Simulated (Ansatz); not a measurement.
C2H4N (SMILES [CH-]=CN) (charge -1), singlet: a single point displaced at random from a GFN2-xTB minimum.

in.yaml

```yaml
crystal:
  periodic: [false, false, false]
  atoms:
    - {symbol: C, position_ang: [-1.075700, -0.863100, -0.681100]}
    - {symbol: C, position_ang: [-0.141400, 0.255400, -0.228600]}
    - {symbol: N, position_ang: [1.265800, 0.070400, 0.327900]}
    - {symbol: H, position_ang: [-1.947100, -0.159000, -1.173600]}
    - {symbol: H, position_ang: [0.002000, 1.497800, -0.504500]}
    - {symbol: H, position_ang: [1.000800, 0.586700, 1.161600]}
    - {symbol: H, position_ang: [1.001200, -1.052900, 0.532700]}
basis:
  gaussian: {orbitals: "def2-TZVPPD.json"}
total_charge: -1
hamiltonian: {xc: {name: wB97M-V}}
output: {forces: true}
```

The basis file named in the input lies beside it (Basis Set Exchange, JSON).

An equivalent command:

```bash
ansatz run in.yaml --threads 4 --pin off --events-out ev --progress --plain
```

What Ansatz 0.2.0 printed:

```
Functional definition: wB97M-V
  name "wB97M-V"
  cite "Mardirossian & Head-Gordon, J. Chem. Phys. 144, 214110 (2016) doi:10.1063/1.4952647"
  cite "Becke, J. Chem. Phys. 107, 8554 (1997) doi:10.1063/1.475007"
  cite "Vydrov & Van Voorhis, J. Chem. Phys. 133, 244103 (2010) doi:10.1063/1.3521275"
  # Of w^i u^j: cxij and so on, Table III.
  parameter omega = 0.3/bohr
  parameter cx = 0.15
  parameter cx01 = 1.007
  parameter cx10 = 0.259
  parameter css00 = 0.443
  parameter css04 = -1.437
  parameter css10 = -4.535
  parameter css20 = -3.390
  parameter css43 = 4.278
  parameter cos00 = 1.000
  parameter cos10 = 1.358
  parameter cos20 = 2.924
  parameter cos21 = -8.812
  parameter cos60 = -1.390
  parameter cos61 = 9.142
  parameter b = 6.0
  parameter c = 0.01
  gx(w, u) = 1 - cx + cx01*u + cx10*w
  gss(w, u) = css00 + css04*u^4 + css10*w + css20*w^2 + css43*w^4*u^3
  gos(w, u) = cos00 + cos10*w + (cos20 + cos21*u)*w^2 + (cos60 + cos61*u)*w^6
  exchange = spin_sum(e_x_unif_sr(omega)*gx(b97_w, b97_u_x)) + cx*exact_x_sr(omega) + exact_x_lr(omega)
  correlation = spin_sum(e_c_pw_mod_same_spin*gss(b97_w, b97_u_same))
      + integral(e_c_pw_mod_opposite_spin*gos(b97_w_opposite, b97_u_opposite)) + vv10(b, c)
763 factors; their error is unknown
237 factors; integrals over basis functions are off by at most 1.9e-5 eV
mean field evaluation 1: about -3621.8240 eV, gradient 3.0e1 eV
mean field evaluation 2: about -3620.7085 eV, gradient 3.9e1 eV
mean field evaluation 4: about -3624.5024 eV, gradient 2.3e0 eV
mean field evaluation 8: about -3624.5301 eV, gradient 1.8e-1 eV
mean field evaluation 16: about -3624.5188 eV, gradient 3.2e-4 eV
mean field -3624.51879804 eV, -133.1986090409 hartree, gradient 4.3e-5 eV, S^2 0.000000; 0 other end points of the search recorded, 0 dependent functions left out
the calculation of the forces begins
reference -3624.51885086 eV, -133.1986109819 hartree; 12, 12 occupied and 167, 167 virtual orbitals, 763 factors
Total energy: -3624.51885086 eV, -133.1986109819 hartree
Atom 0 at    -1.075700    -0.863100    -0.681100 Å, force     2.252882     6.339843     1.188789 eV/Å
Atom 1 at    -0.141400     0.255400    -0.228600 Å, force    -1.464734    -0.608832    -3.548436 eV/Å
Atom 2 at     1.265800     0.070400     0.327900 Å, force    -3.394608    -4.219533     0.193280 eV/Å
Atom 3 at    -1.947100    -0.159000    -1.173600 Å, force     1.502002    -1.498623     0.859568 eV/Å
Atom 4 at     0.002000     1.497800    -0.504500 Å, force    -1.527873    -2.942496     0.380579 eV/Å
Atom 5 at     1.000800     0.586700     1.161600 Å, force     0.992335    -0.412956     0.879643 eV/Å
Atom 6 at     1.001200    -1.052900     0.532700 Å, force     1.639997     3.342598     0.046576 eV/Å
Dipole moment:     0.474706     0.513977     0.441100 e Å
```

The lines “mean field evaluation” count trial sets of orbitals through the whole run, from several starts and some on an approximate energy, so they need not fall steadily or lie above the final value.

Hardware: 4 CPU threads, shared host. Wall time about 4.3 s.
